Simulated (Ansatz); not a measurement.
# H6O2Si: the cost of one run

Method: RKS CAM-B3LYP/6-31G*, in Ansatz 0.2.0.

**1. Starting point**

Bond lengths: Si1–H3 1.460 Å, Si1–O4 1.679 Å, O4–H5 1.010 Å, Si1–H6 1.459 Å, Si1–O7 1.980 Å, O7–H8 1.010 Å. Angles: H3–Si1–O4 109.5°, H3–Si1–H6 109.5°, H3–Si1–O7 67.2°, O4–Si1–H6 109.5°, O4–Si1–O7 176.6°, H6–Si1–O7 72.8°, Si1–O4–H5 109.5°, Si1–O7–H8 109.5°.

Structure file:

```xyz
9

Si    0.0000    0.0000    0.0000
H     0.0000    0.0000    1.8100
H     1.3768    0.0000   -0.4862
O    -0.7913    1.3709   -0.5594
H    -1.7491    1.1401   -0.7818
H    -0.6877   -1.1914   -0.4862
O     1.0334   -1.5693    0.6243
H     0.4671   -2.4013    0.5398
H     0.5283   -0.8022    1.7351
```

**2. Pulling towards end A**

Springs on the bonds that form and break draw the guess towards this end; the thresholds are loose.

Input file input.yaml:

```yaml
crystal:
  periodic: [false, false, false]
  atoms:
    - { symbol: Si, position_ang: [0.0, 0.0, 0.0] }
    - { symbol: H, position_ang: [0.0, 0.0, 1.81] }
    - { symbol: H, position_ang: [1.3768, 0.0, -0.4862] }
    - { symbol: O, position_ang: [-0.7913, 1.3709, -0.5594] }
    - { symbol: H, position_ang: [-1.7491, 1.1401, -0.7818] }
    - { symbol: H, position_ang: [-0.6877, -1.1914, -0.4862] }
    - { symbol: O, position_ang: [1.0334, -1.5693, 0.6243] }
    - { symbol: H, position_ang: [0.4671, -2.4013, 0.5398] }
    - { symbol: H, position_ang: [0.5283, -0.8022, 1.7351] }
basis:
  gaussian: { orbitals: "6-31G*" }
hamiltonian:
  xc: cam_b3lyp
relax:
  f_tol: 0.15
  max_steps: 25
  restrain:
    - { distance: [0, 6], at: 2.88, k: 30.0 }
    - { distance: [8, 1], at: 1.86, k: 30.0 }
    - { distance: [0, 1], at: 1.46, k: 30.0 }
    - { distance: [8, 6], at: 1.01, k: 30.0 }
output:
  orbitals: {}
```

The run is started by

```console
$ ansatz run input.yaml --threads 2 --pin off --max-ram 3072MiB --backend cpu --events-out ev --progress --plain --runs-dir out
```

What time and memory should one allow on 2 threads of AMD EPYC 7R43 (Zen 3), shared host?

About 17 s, with a peak of 0.14 GiB.
